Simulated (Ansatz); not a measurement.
# Al2H2 (triplet): wave-function methods side by side at distance Al1–H3 = 1.966 Å, 6-31G

How much of the correlation energy of Al2H2 (triplet) does each wave-function method recover here?

Program: Ansatz 0.2.0, Gaussian basis. Level of theory: 6-31G, core rule «outside noble gas», up to 10 orbitals frozen. These are calculated values, not measurements.

Plan: UHF; CCSD(T) on ROHF; CCSD(T) on UHF; BCCD(T) on ROHF; CISD; CCSDT(Q) on ROHF; CCSDT(Q) on UHF; CISDTQ; CASSCF and MRCISD+Q, 4 electrons in 4 orbitals; CASSCF and NEVPT2, 4 electrons in 4 orbitals; CASSCF and MRCISD+Q, 8 electrons in 10 orbitals; CASSCF and NEVPT2, 8 electrons in 10 orbitals; Full CI.

15 further runs of the same task are left out: 9 that didn't finish, 6 set aside as unsound or not needed.

## Step 1: The system

The geometry derives from a PBE0/def2-TZVP stationary point (not a proven minimum). One bond is set to the value named and the two fragments are kept rigid.

4 atoms, charge 0, spin multiplicity 3.

Atoms are counted from 1 here; the program's logs count them from 0.

Bond lengths: Al1–Al2 2.300 Å, Al1–H3 1.966 Å, Al2–H4 1.575 Å. Angles: Al2–Al1–H3 180.0°, Al1–Al2–H4 180.0°.

## Step 2: UHF

Input file in.yaml:

```yaml
crystal:
  periodic: [false, false, false]
  atoms:
    - {symbol: Al, position_ang: [0.000000, 0.000000, 1.052142]}
    - {symbol: Al, position_ang: [0.000000, 0.000000, -1.247870]}
    - {symbol: H, position_ang: [0.000000, 0.000000, 3.018142]}
    - {symbol: H, position_ang: [0.000000, 0.000000, -2.822413]}
basis:
  gaussian: {orbitals: 6-31G}
magnetization: {spin_polarized: true, initial_magnetization: 2}
hamiltonian: {xc: hf}
output: {orbitals: {seedname: orbitals}}
```

Run with:

```
$ ansatz run in.yaml --threads 1 --pin off --events-out ev --progress --plain --max-ram 2393MiB
```

Further steps of the session: CCSD(T) on ROHF; CCSD(T) on UHF; BCCD(T) on ROHF; CISD; CCSDT(Q) on ROHF; CCSDT(Q) on UHF; CISDTQ; CASSCF and MRCISD+Q, 4 electrons in 4 orbitals; CASSCF and NEVPT2, 4 electrons in 4 orbitals; CASSCF and MRCISD+Q, 8 electrons in 10 orbitals; CASSCF and NEVPT2, 8 electrons in 10 orbitals; Full CI.

Before running them: what should the planned runs give, taken together? Wanted: FCI below the RHF energy; RMP2 from FCI; UMP2 from FCI; RCCSD from FCI; RCCSD(T) from FCI; UCCSD(T) from FCI; RCCSDT(Q) from FCI; UCCSDT(Q) from FCI; NEVPT2 pair from FCI.

**Answer**, as computed:

```
                         quantity                                                                                                                       value
         FCI below the RHF energy                                                                                                                  -2.6078 eV
                    RMP2 from FCI                                                                                                                  +895.9 meV
                    UMP2 from FCI                                                                                                                  +874.8 meV
                   RCCSD from FCI                                                                                                                  +100.5 meV
                RCCSD(T) from FCI                                                                                                                   +36.9 meV
                UCCSD(T) from FCI                                                                                                                   +37.6 meV
               RCCSDT(Q) from FCI                                                                                                                    +2.5 meV
               UCCSDT(Q) from FCI                                                                                                                    +2.4 meV
             NEVPT2 pair from FCI                                                                                                                  +690.2 meV
           MRCISD+Q pair from FCI                                                                                                                    +5.4 meV
          NEVPT2 valence from FCI                                                                                                                  +166.3 meV
levels within 1 kcal/mol (43 meV)  RCCSD(T), UCCSD(T), BCCD(T), RCCSDT, UCCSDT, CISDTQ, RCCSDT(Q), UCCSDT(Q), MRCISD+Q pair, MRCISD valence, MRCISD+Q valence
                    T1 diagnostic                                                                                                                       0.030
   effectively unpaired electrons                                                                                                                        2.11
```

What this shows: RCCSD(T) lands +36.9 meV from the yardstick (1.4 % of the correlation energy). One determinant dominates. Of the multireference levels listed MRCISD+Q valence comes nearest in total energy (+5.2 meV), which doesn't show that its space is the better one. These misses are within one basis, not against nature; the frozen cores of restricted and unrestricted runs differ, which can shift their rows.
